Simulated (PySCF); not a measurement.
An unknown is described by computed data only.

Formula: C5H11N.

| Property | Result |
| --- | --- |
| Rotational structure | rotational constants A, B, C: 4.447, 2.759, 2.709 GHz [GFN2-xTB] |
| UV, strongest line | among the 6 lowest singlet transitions: S6 at 8.17 eV (152 nm, f = 0.167) [TDDFT PBE0/def2-SVPD] |
| Dipole | 2.59 D [PBE0/def2-SVPD] |
| 1H NMR | chemical shifts (computed TMS as zero) by class: 10.57 (1 H), 7.85 (1 H), 0.99 (9 H) ppm [GIAO PBE0/pcSseg-1] |
| Triplet | lowest triplet excitation (Tamm–Dancoff): 4.40 eV [TDA PBE0/def2-SVPD] |
| Polarisability | 68.6 au [PBE0/def2-SVPD] |
| 13C NMR | chemical shifts (computed TMS as zero) by class: 184.4 (1 C), 39.7 (1 C), 26.9 (3 C) ppm [GIAO PBE0/pcSseg-1] |
| UV, first state | lowest singlet excitation: 5.23 eV (237 nm, f = 0.001) [TDDFT PBE0/def2-SVPD] |
| NMR, other nuclei | isotropic shieldings of nuclei other than C and H, by class: -69 (1 N) ppm [GIAO PBE0/pcSseg-1] |

The electronic properties come from PySCF, for the isolated species, density fitting. Levels stand in brackets. NMR shifts are as computed; neighbouring signals can stand in another order in a measured spectrum. Geometry: GFN2-xTB; no solvent, vibrations or thermal averaging. NMR classes are plain means over equivalent atoms (diastereotopic ones count apart unless rotation or inversion swaps them), as if these changed places fast.

Task: Propose a structure and show how it fits.

Result: Numbering: `[H]/[N:6]=[CH:5]\[C:2]([CH3:1])([CH3:3])[CH3:4]`. Its formula, C5H11N, gives 1 degree of unsaturation: 0 rings and 1 π bond in the structure found. 5 carbons fall into 3 classes; from least to most shielded: imine carbon [C5] (184.4 ppm), quaternary sp3 carbon [C2] (39.7 ppm), methyl carbon [C1/C3/C4] (26.9 ppm, 3 C, up to 4.5 ppm apart in this geometry). Hydrogen classes from least to most shielded: 1 H on an imine nitrogen, N6 (10.57 ppm), 1 H on an imine carbon, C5 (7.85 ppm), 9 H on 3 methyl carbons, C1/C3/C4 (0.99 ppm). The other shieldings belong to: -69 ppm, imine nitrogen [N6]. The optimised geometry has point group Cs and is an asymmetric top. Structure: `[H]/N=C\C(C)(C)C`. Computed isomers that give other values at the same levels: `CN1CCCC1` (13C chemical shifts (computed TMS as zero) by class: 59.4 (2 C), 43.2 (1 C), 26.9 (2 C) ppm); `C=CCCCN` (13C chemical shifts (computed TMS as zero) by class: 149.0 (1 C), 120.8 (1 C), 48.3 (1 C), 41.3 (1 C), 37.8 (1 C) ppm); `CCC/C=N/C` (13C chemical shifts (computed TMS as zero) by class: 168.8 (1 C), 51.0 (1 C), 42.7 (1 C), 23.1 (1 C), 15.5 (1 C) ppm). The assignments are read from this structure; whether some other isomer fits the data as well wasn't checked.

The values belong to the conformer `[H]/[N:6]=[CH:5]\[C:2]([CH3:1])([CH3:3])[CH3:4]`: C1–C2–C5–N6 0°.
